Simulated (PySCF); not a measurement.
Molecule: SMILES O=P([O-])([O-])[O-], [O4P]3-.

Cartesian coordinates in Å; atom numbers follow the order of the lines, from 1:
```xyz
5

O     0.163   -0.363    1.715
P    -0.054    0.021    0.177
O    -0.917    1.365    0.079
O     1.367    0.249   -0.523
O    -0.829   -1.165   -0.565
```

Total charge -3.

Geometry PBE0-D3(BJ)/def2-SVP throughout; GIAO in PySCF 2.14.0 with density-fitted response routines, gas phase, one conformer, non-relativistic; equivalent atoms averaged; functional PBE0.

For orientation, def2-TZVP gives these absolute shieldings σ: O1/O3/O4/O5 205.7, P2 251.3 ppm.

A run gave: O1/O3/O4/O5 377.8, P2 528.4 ppm (absolute shieldings σ).

Problem. Which basis set was used in that run?
A. 6-311+G(2d,p)
B. 6-31G
C. STO-3G
D. 6-31G*
E. def2-SVP

Solution. C. P2 tells them apart best: STO-3G gives 528.4, 6-311+G(2d,p) gives 258.2, def2-SVP gives 360.0, 6-31G* gives 351.7, 6-31G gives 330.2 ppm.
